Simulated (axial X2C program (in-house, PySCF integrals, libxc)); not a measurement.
# NC: bond curves with and without spin–orbit coupling

What are the state, bond length, wavenumber and bond energy of NC, and what does spin–orbit coupling change?

The runs use an in-house X2C program for linear molecules on PySCF integrals; all-electron X2C, N dyall-av3z, C dyall-v3z.

All values are calculated.

### Step 1. Set-up

task.json

```json
{"zs": [7, 6], "q": 0, "bas": ["dyall-av3z", "dyall-v3z"], "levels": ["PBE0", "HF", "BHandHLYP"], "cc": true, "r0": 1.27, "thr": -2.0, "nmax": 90, "npts": 10, "nst": 2, "ntry": 6}
```

Keys: zs atomic numbers; q charge; bas basis sets; levels methods (HF also brings MP2); cc coupled cluster on or off; r0 starting distance in Å; thr threshold in hartree for freezing inner shells (an s shell follows its p shell); nmax most natural virtual spinors; npts points asked for on the curve; nst determinants followed; ntry starts of the search.

Command:

```sh
> python so2c.py task.json out
```

Spin-free means the one-electron spin-free X2C Hamiltonian; two-component (2c) means X2C with spin–orbit coupling and atomic mean-field two-electron Coulomb and Gaunt terms. Basis: N dyall-av3z contracted to [7s7p3d2f], C dyall-v3z contracted to [7s6p2d1f]; Gaussian nuclei, density fitting. Masses: N 14.003 u, C 12.000 u.

Notation: σ, π±, δ± give the projection m of an orbital's angular momentum (0, ±1, ±2), α and β its spin, Λ and M_S the sums; ω is the projection of a spinor's total angular momentum and Ω the sum. Logs are in hartree.

The results follow Hamiltonian by Hamiltonian and level by level.

### Step 2. Which state to follow

PBE0 moves the distance from 1.270 Å to 1.162 Å and compares determinants there.

Spin-free determinants:

```tsv
ΔE (eV)	state	open shells
0.00	M_S = 1/2, Λ = 0	beyond closed shells: σα
1.27	M_S = 1/2, Λ = 1	beyond closed shells: π+α, π+β, π-α
```

Two-component determinants:

| ΔE (eV) | state | open shells |
| --- | --- | --- |
| 0.00 | Ω = 1/2 | excess of +ω over −ω: ω = 1/2 |
| 1.27 | Ω = 3/2 | excess of +ω over −ω: ω = 3/2 |

### Step 3. PBE0, spin-free

State followed: M_S = 1/2, Λ = 0 (beyond closed shells: σα). The scan is laid around 1.162 Å, a first estimate of the minimum, and this SCF restarts from the orbitals of the search.

Output at 1.162 Å:

```text
spin-free X2C-1e  PBE0
basis functions 99  fitting functions 546  grid points 4341
iter        total energy     max residual
   1        -92.683204548     5.25e-06
   2        -92.683204548     1.07e-05
converged
one-electron -162.51374617  Coulomb 62.76367863  exact exchange -2.90892799  xc functional -9.15109616  nuclear repulsion 19.12688714
```

Along the bond, energies from the lowest point:

| R (Å) | E (eV) | μ (D) | HOMO (eV) | LUMO (eV) | iterations |
| --- | --- | --- | --- | --- | --- |
| 1.011 | 1.7655 | 1.81 | -11.23 | -6.12 | 12 |
| 1.057 | 0.7479 | 1.71 | -11.36 | -6.22 | 12 |
| 1.092 | 0.2996 | 1.64 | -11.25 | -6.28 | 12 |
| 1.127 | 0.0647 | 1.57 | -11.03 | -6.34 | 13 |
| 1.162 | 0.0000 | 1.50 | -10.84 | -6.39 | 2 |
| 1.203 | 0.0944 | 1.42 | -10.62 | -6.45 | 12 |
| 1.243 | 0.3281 | 1.36 | -10.42 | -6.50 | 12 |
| 1.296 | 0.7772 | 1.28 | -10.18 | -6.54 | 14 |
| 1.359 | 1.4734 | 1.21 | -9.92 | -6.57 | 15 |
| 1.452 | 2.6304 | 1.18 | -9.62 | -6.54 | 17 |

Dipoles are positive if C is the positive end.

Outer orbitals at the reference distance:

```csv
symmetry,occupied,ε (eV),atomic character
σα,yes,-26.94,"42% N s, 24% C s, 18% C p"
σβ,yes,-26.34,"44% N s, 23% C s, 18% C p"
σα,yes,-14.25,"28% N p, 27% C p, 26% C s"
σβ,yes,-12.19,"52% N p, 19% N s, 14% C s"
σα,yes,-11.54,"43% N p, 27% C p, 17% N s"
π-α,yes,-11.07,"51% N p, 42% C p, 3% N d"
π+α,yes,-11.07,"51% N p, 42% C p, 3% N d"
π+β,yes,-10.84,"57% N p, 36% C p, 3% C d"
π-β,yes,-10.84,"57% N p, 36% C p, 3% C d"
σβ,no,-6.39,"40% C p, 22% C s, 20% N p"
π-α,no,-0.35,"35% C p, 32% N p, 16% N d"
π+α,no,-0.35,"35% C p, 32% N p, 16% N d"
π-β,no,0.35,"40% C p, 27% N p, 17% N d"
```

PBE0 fields in the half plane through the axis: z from -2.4 to 3.3 Å across, distance from the axis 0.15 to 2.25 Å upwards; N lies at z = 0 and C at z = 1.162 Å; the ELF is damped to zero where the density is low.

log10 density (e/bohr³). Ten even steps from '0' (-5.61 ) to '9' (0.66 ):
```
00112222333333222110
01122333344433332211
11223344444444433221
12234455555555544322
12344556666666554432
22345667777777655432
23445678887777765443
23456678988898765543
```

ELF. Ten even steps from '0' (0.00 ) to '9' (0.96 ):
```
00000000000000000000
00000000000010000000
00000111112222210000
00001344434455542000
00024677666677876300
00147888877888988510
00258998688738998730
00268994838092999840
```

Re = 1.160 Å, ωe = 2181 cm⁻¹, ωexe = 12.5 cm⁻¹, Be = 1.939 cm⁻¹, De = 7.73 eV, μ = 1.50 D.

### Step 4. HF, spin-free

Output at 1.162 Å:

```text
spin-free X2C-1e  HF
basis functions 99  fitting functions 546  grid points 4341
iter        total energy     max residual
   1        -92.258892372     5.51e-02
   2        -92.271978591     1.55e-02
   3        -92.274498221     1.43e-02
   4        -92.275838360     1.21e-02
   5        -92.277207970     9.08e-03
   6        -92.279294200     8.42e-03
   7        -92.282364518     6.98e-03
   8        -92.284428148     4.93e-03
   9        -92.285728181     4.77e-04
  10        -92.285728009     5.27e-04
  11        -92.285737220     6.99e-05
  12        -92.285737244     5.90e-05
  13        -92.285737302     2.48e-05
  14        -92.285737313     1.87e-06
  15        -92.285737313     4.50e-07
converged
one-electron -162.35342641  Coulomb 62.69535852  exact exchange -11.75455657  xc functional 0.00000000  nuclear repulsion 19.12688714
```

Re = 1.149 Å, ωe = 2017 cm⁻¹, ωexe = 29.2 cm⁻¹, Be = 1.976 cm⁻¹, De = 3.91 eV, μ = 2.22 D. ⟨S²⟩ = 1.08 against 0.75 for a pure state, so this determinant mixes spins.

### Step 5. BHandHLYP, spin-free

The SCF at the reference distance of 1.162 Å:

```text
spin-free X2C-1e  BHandHLYP
basis functions 99  fitting functions 546  grid points 4341
iter        total energy     max residual
   1        -92.736632157     1.30e-02
   2        -92.737460662     8.45e-03
   3        -92.737065388     1.32e-02
   4        -92.737755463     1.56e-03
   5        -92.737792439     1.32e-03
   6        -92.737825948     8.06e-04
   7        -92.737847692     3.19e-04
   8        -92.737851476     1.93e-04
   9        -92.737852452     4.71e-05
  10        -92.737852524     1.13e-05
  11        -92.737852525     1.44e-06
converged
one-electron -162.49966468  Coulomb 62.75779261  exact exchange -5.82581208  xc functional -6.29705551  nuclear repulsion 19.12688714
```

Re = 1.146 Å, ωe = 2260 cm⁻¹, ωexe = 13.3 cm⁻¹, Be = 1.987 cm⁻¹, De = 6.83 eV, μ = 1.81 D.

### Step 6. Correlated methods, spin-free

Correlated methods: 9 electrons correlated (frozen shells, counted by type: N 1 s; C 1 s), 173 virtual spinors in MP2, 90 natural virtuals in coupled cluster.

Output of the correlated part at 1.162 Å:

```text
correlated 9  virtual 173  natural virtual 90  E(MP2) -0.283606809  MP2 remainder -0.005431302
iter   CCSD correlation   residual
   1     -0.279216005   1.38e-01
   2     -0.292463005   8.08e-02
   3     -0.305461414   5.56e-02
   4     -0.309581903   2.34e-02
   5     -0.310642492   8.59e-03
   6     -0.310845294   4.32e-03
   7     -0.310879883   2.00e-03
   8     -0.310857559   9.68e-04
   9     -0.310846654   5.06e-04
  10     -0.310859075   2.29e-04
  11     -0.310859232   9.61e-05
  12     -0.310863647   3.98e-05
  13     -0.310864067   1.43e-05
  14     -0.310864342   4.98e-06
  15     -0.310864570   2.09e-06
  16     -0.310864693   1.16e-06
  17     -0.310864822   6.77e-07
  18     -0.310864893   3.19e-07
  19     -0.310864906   1.22e-07
(T) -0.017264325  T1 0.1037  D1 0.1525  max T2 0.094
```

T1 in the output is the amplitude norm over the root of the electron number; divide by √2 for the Lee–Taylor value.

MP2: No constants are quoted: the reference is strongly spin-contaminated.

CCSD: Re = 1.162 Å, ωe = 2217 cm⁻¹, ωexe = 15 cm⁻¹, Be = 1.932 cm⁻¹, De = 6.95 eV. T1 at Re = 0.073 (Lee–Taylor, the printed value over √2).

CCSD(T): Re = 1.167 Å, ωe = 2194 cm⁻¹, ωexe = 15.6 cm⁻¹, Be = 1.915 cm⁻¹, De = 7.30 eV. T1 at Re = 0.075 (Lee–Taylor, the printed value over √2).

### Step 7. A higher determinant, spin-free

State: M_S = 1/2, Λ = 1 (beyond closed shells: π+α, π+β, π-α).

Output at the reference distance:

```text
spin-free X2C-1e  PBE0
basis functions 99  fitting functions 546  grid points 4341
iter        total energy     max residual
   1        -92.636511983     9.14e-06
   2        -92.636511984     1.33e-05
converged
one-electron -162.18532383  Coulomb 62.49766403  exact exchange -2.92355740  xc functional -9.15218193  nuclear repulsion 19.12688714
```

```csv
R (Å),E above the lowest PBE0 point (eV)
1.011,4.276
1.057,2.833
1.092,2.093
1.127,1.587
1.162,1.271
1.203,1.094
1.243,1.080
1.296,1.242
1.359,1.633
```

Re = 1.227 Å, ωe = 1882 cm⁻¹, ωexe = 11.3 cm⁻¹, Be = 1.734 cm⁻¹, μ = -0.14 D. Te = 1.07 eV.

### Step 8. The spin-free curves together

Energy (eV) of the followed determinant, spin-free, from each level's lowest point:

```csv
R (Å),PBE0,HF,MP2 (spin-contaminated),CCSD,CCSD(T),BHandHLYP
1.011,1.766,1.440,1.513,n/a,n/a,1.498
1.057,0.748,0.544,0.507,0.806,0.877,0.567
1.092,0.300,0.181,0.115,0.332,0.377,0.181
1.127,0.065,0.017,0.000,0.077,0.099,0.007
1.162,0.000,0.000,0.122,0.000,0.000,0.000
1.203,0.094,0.109,0.477,0.088,0.065,0.157
1.243,0.328,0.309,0.954,0.321,0.278,0.449
1.296,0.777,0.651,1.633,0.773,0.705,0.962
1.359,1.473,1.140,2.462,n/a,n/a,1.717
1.452,2.630,1.906,3.576,n/a,n/a,2.856
```

### Step 9. PBE0, 2c

State followed: Ω = 1/2 (excess of +ω over −ω: ω = 1/2). The scan is laid around 1.162 Å, a first estimate of the minimum, and this SCF restarts from the orbitals of the search.

The SCF at the reference distance of 1.162 Å:

```text
two-component X2C + atomic mean field  PBE0
basis functions 99  fitting functions 546  grid points 4341
iter        total energy     max residual
   1        -92.679064434     1.30e-05
   2        -92.679064437     1.01e-05
   3        -92.679064438     9.60e-06
converged
one-electron -162.50310067  Coulomb 62.76054355  exact exchange -2.90876392  xc functional -9.15055864  nuclear repulsion 19.12688714  atomic mean-field constant -0.00407190
```

Along the bond, energies from the lowest point:

```
R (Å)  E (eV)  μ (D)  HOMO (eV)  LUMO (eV)  iterations
1.011  1.7668   1.81     -11.22      -6.12          12
1.057  0.7487   1.71     -11.36      -6.22          12
1.092  0.3001   1.64     -11.24      -6.28          12
1.127  0.0650   1.57     -11.03      -6.34          13
1.162  0.0000   1.50     -10.83      -6.39           3
1.203  0.0941   1.42     -10.62      -6.45          12
1.243  0.3277   1.36     -10.42      -6.50          12
1.296  0.7766   1.28     -10.18      -6.54          14
1.359  1.4727   1.21      -9.92      -6.57          15
1.452  2.6296   1.18      -9.62      -6.54          20
```

Dipoles are positive if C is the positive end.

Outer spinors at the reference distance:

| ω | occupied | ε (eV) | atomic character | λ mixture |
| --- | --- | --- | --- | --- |
| 1/2 | yes | -26.94 | 42% N s, 24% C s, 18% C p | 100% σ |
| -1/2 | yes | -26.34 | 44% N s, 23% C s, 18% C p | 100% σ |
| 1/2 | yes | -14.25 | 28% N p, 27% C p, 26% C s | 100% σ |
| -1/2 | yes | -12.19 | 52% N p, 19% N s, 14% C s | 100% σ |
| 1/2 | yes | -11.54 | 43% N p, 27% C p, 17% N s | 100% σ |
| -1/2 | yes | -11.07 | 51% N p, 42% C p, 3% N d | 100% π |
| 3/2 | yes | -11.06 | 51% N p, 42% C p, 3% N d | 100% π |
| 1/2 | yes | -10.84 | 57% N p, 36% C p, 3% C d | 100% π |
| -3/2 | yes | -10.83 | 57% N p, 36% C p, 3% C d | 100% π |
| -1/2 | no | -6.39 | 40% C p, 22% C s, 20% N p | 100% σ |
| -1/2 | no | -0.35 | 35% C p, 32% N p, 16% N d | 100% π |
| 3/2 | no | -0.35 | 35% C p, 32% N p, 16% N d | 100% π |
| 1/2 | no | 0.35 | 40% C p, 27% N p, 17% N d | 100% π |

PBE0 fields in the half plane through the axis: z from -2.4 to 3.3 Å across, distance from the axis 0.15 to 2.25 Å upwards; N lies at z = 0 and C at z = 1.162 Å; the ELF is damped to zero where the density is low.

log10 density (e/bohr³). Ten even steps from '0' (-5.61 ) to '9' (0.66 ):
```
00112222333333222110
01122333344433332211
11223344444444433221
12234455555555544322
12344556666666554432
22345667777777655432
23445678887777765443
23456678988898765543
```

ELF. Ten even steps from '0' (0.00 ) to '9' (0.96 ):
```
00000000000000000000
00000000000010000000
00000111112222210000
00001344434455542000
00024677666677876300
00147888877888988510
00258998688738998730
00268994838092999840
```

Re = 1.160 Å, ωe = 2181 cm⁻¹, ωexe = 12.5 cm⁻¹, Be = 1.939 cm⁻¹, De = 7.74 eV, μ = 1.50 D.

### Step 10. HF, 2c

Output at 1.162 Å:

```text
two-component X2C + atomic mean field  HF
basis functions 99  fitting functions 546  grid points 4341
iter        total energy     max residual
   1        -92.254797554     5.51e-02
   2        -92.267879372     1.55e-02
   3        -92.270397934     1.43e-02
   4        -92.271737410     1.21e-02
   5        -92.273104896     9.08e-03
   6        -92.275189753     8.41e-03
   7        -92.278254621     6.97e-03
   8        -92.280310948     4.93e-03
   9        -92.281607848     4.76e-04
  10        -92.281607595     5.26e-04
  11        -92.281616815     6.98e-05
  12        -92.281616839     5.79e-05
  13        -92.281616892     2.64e-05
  14        -92.281616904     6.50e-06
  15        -92.281616906     6.00e-06
  16        -92.281616909     4.28e-06
  17        -92.281616912     1.79e-06
  18        -92.281616912     1.02e-06
converged
one-electron -162.34271558  Coulomb 62.69202931  exact exchange -11.75374588  xc functional 0.00000000  nuclear repulsion 19.12688714  atomic mean-field constant -0.00407190
```

Re = 1.149 Å, ωe = 2017 cm⁻¹, ωexe = 29.2 cm⁻¹, Be = 1.975 cm⁻¹, De = 3.91 eV, μ = 2.22 D.

### Step 11. BHandHLYP, 2c

The SCF at the reference distance of 1.162 Å:

```text
two-component X2C + atomic mean field  BHandHLYP
basis functions 99  fitting functions 546  grid points 4341
iter        total energy     max residual
   1        -92.732494319     1.30e-02
   2        -92.733324206     8.41e-03
   3        -92.732933168     1.32e-02
   4        -92.733616680     1.56e-03
   5        -92.733653593     1.32e-03
   6        -92.733687022     8.05e-04
   7        -92.733708699     3.18e-04
   8        -92.733712473     1.93e-04
   9        -92.733713446     4.71e-05
  10        -92.733713519     1.13e-05
  11        -92.733713520     2.95e-06
converged
one-electron -162.48892593  Coulomb 62.75454512  exact exchange -5.82547082  xc functional -6.29667712  nuclear repulsion 19.12688714  atomic mean-field constant -0.00407190
```

Re = 1.146 Å, ωe = 2259 cm⁻¹, ωexe = 13.2 cm⁻¹, Be = 1.987 cm⁻¹, De = 6.83 eV, μ = 1.81 D.

### Step 12. Correlated methods, 2c

Correlated methods: 9 electrons correlated (frozen shells, counted by type: N 1 s; C 1 s), 173 virtual spinors in MP2, 90 natural virtuals in coupled cluster.

Output of the correlated part at 1.162 Å:

```text
correlated 9  virtual 173  natural virtual 90  E(MP2) -0.283623876  MP2 remainder -0.005430043
iter   CCSD correlation   residual
   1     -0.279225790   1.38e-01
   2     -0.292467743   8.08e-02
   3     -0.305450228   5.55e-02
   4     -0.309565517   2.34e-02
   5     -0.310625502   8.59e-03
   6     -0.310828184   4.32e-03
   7     -0.310862963   2.00e-03
   8     -0.310840670   9.68e-04
   9     -0.310829719   5.06e-04
  10     -0.310842179   2.29e-04
  11     -0.310842336   9.60e-05
  12     -0.310846752   3.98e-05
  13     -0.310847170   1.43e-05
  14     -0.310847442   4.98e-06
  15     -0.310847667   2.08e-06
  16     -0.310847788   1.16e-06
  17     -0.310847915   6.81e-07
  18     -0.310847987   3.25e-07
  19     -0.310847999   1.30e-07
(T) -0.017262322  T1 0.1036  D1 0.1526  max T2 0.094
```

MP2: No constants are quoted: the reference is strongly spin-contaminated.

CCSD: Re = 1.162 Å, ωe = 2217 cm⁻¹, ωexe = 15 cm⁻¹, Be = 1.932 cm⁻¹, De = 6.95 eV. T1 at Re = 0.073 (Lee–Taylor, the printed value over √2).

CCSD(T): Re = 1.167 Å, ωe = 2194 cm⁻¹, ωexe = 15.6 cm⁻¹, Be = 1.915 cm⁻¹, De = 7.30 eV. T1 at Re = 0.075 (Lee–Taylor, the printed value over √2).

### Step 13. A higher determinant, 2c

State: Ω = 3/2 (excess of +ω over −ω: ω = 3/2).

Output at the reference distance:

```text
two-component X2C + atomic mean field  PBE0
basis functions 99  fitting functions 546  grid points 4341
iter        total energy     max residual
   1        -92.632507410     6.81e-05
   2        -92.632507385     1.04e-04
   3        -92.632507424     2.88e-06
   4        -92.632507424     2.00e-06
converged
one-electron -162.17504208  Coulomb 62.49476494  exact exchange -2.92338948  xc functional -9.15165605  nuclear repulsion 19.12688714  atomic mean-field constant -0.00407190
```

| R (Å) | E above the lowest PBE0 point (eV) |
| --- | --- |
| 1.011 | 4.273 |
| 1.057 | 2.830 |
| 1.092 | 2.089 |
| 1.127 | 1.584 |
| 1.162 | 1.267 |
| 1.203 | 1.090 |
| 1.243 | 1.076 |
| 1.296 | 1.238 |
| 1.359 | 1.629 |

Re = 1.227 Å, ωe = 1882 cm⁻¹, ωexe = 11.3 cm⁻¹, Be = 1.734 cm⁻¹, μ = -0.14 D. Te = 1.06 eV.

### Step 14. The 2c curves together

Energy (eV) of the followed determinant, 2c, from each level's lowest point:

```
R (Å)   PBE0     HF  MP2 (spin-contaminated)   CCSD  CCSD(T)  BHandHLYP
1.011  1.767  1.441                    1.515    n/a      n/a      1.499
1.057  0.749  0.545                    0.508  0.807    0.878      0.567
1.092  0.300  0.181                    0.116  0.332    0.378      0.182
1.127  0.065  0.017                    0.000  0.077    0.099      0.007
1.162  0.000  0.000                    0.122  0.000    0.000      0.000
1.203  0.094  0.109                    0.476  0.088    0.065      0.157
1.243  0.328  0.309                    0.954  0.321    0.277      0.448
1.296  0.777  0.651                    1.633  0.772    0.704      0.961
1.359  1.473  1.140                    2.462    n/a      n/a      1.716
1.452  2.630  1.907                    3.576    n/a      n/a      2.856
```

Time for the job: 53 s (1 thread of Arm Neoverse V2, shared host).

### Step 15. What came out

Lowest determinant that the search found at its distance, spin-free: M_S = 1/2, Λ = 0 (beyond closed shells: σα).

Lowest determinant that the search found at its distance, 2c: Ω = 1/2 (excess of +ω over −ω: ω = 1/2).

| Hamiltonian | level | Re (Å) | ωe (cm⁻¹) | De (eV) | μ (D) |
| --- | --- | --- | --- | --- | --- |
| spin-free | PBE0 | 1.160 | 2181 | 7.73 | 1.50 |
| spin-free | HF | 1.149 | 2017 | 3.91 | 2.22 |
| spin-free | CCSD | 1.162 | 2217 | 6.95 | n/a |
| spin-free | CCSD(T) | 1.167 | 2194 | 7.30 | n/a |
| spin-free | BHandHLYP | 1.146 | 2260 | 6.83 | 1.81 |
| 2c | PBE0 | 1.160 | 2181 | 7.74 | 1.50 |
| 2c | HF | 1.149 | 2017 | 3.91 | 2.22 |
| 2c | CCSD | 1.162 | 2217 | 6.95 | n/a |
| 2c | CCSD(T) | 1.167 | 2194 | 7.30 | n/a |
| 2c | BHandHLYP | 1.146 | 2259 | 6.83 | 1.81 |

Dipoles are positive if C is the positive end. No constants: spin-free MP2 (the reference is strongly spin-contaminated); 2c MP2 (the reference is strongly spin-contaminated). Spin-free ⟨S²⟩ is off its pure value at HF 1.08.

Time per point (s) on 1 thread of Arm Neoverse V2, shared host (2c runs; CCSD comes with the CCSD(T) run); the times are rough: PBE0 0.17, HF 0.092, CCSD(T) 2.7, BHandHLYP 0.21.

In words: At CCSD(T), going from spin-free to two-component changes Re by 0 mÅ, ωe by 0.0 %; the spin-free picture holds up (part of it comes from the scalar share of the two-electron terms). De moves by 0.00 eV; both De rest on single-determinant atoms, which can miss part of an open shell's spin–orbit lowering.

De refers to N + C, each in the lowest determinant found, which need not be this curve's own limit. The state is a single determinant with fixed occupations, the lowest that a limited PBE0 search found. Dissociation energies refer to the lowest single-determinant-based atoms at the same level and basis. Density functionals use the spin component along the axis (collinear). Coupled cluster ran in a truncated set of natural virtual spinors; the MP2 energy of the rest was added. The spin-free determinant is spin-contaminated at some levels. T1 at Re is 0.075 (Lee–Taylor), above the customary mark of 0.02.
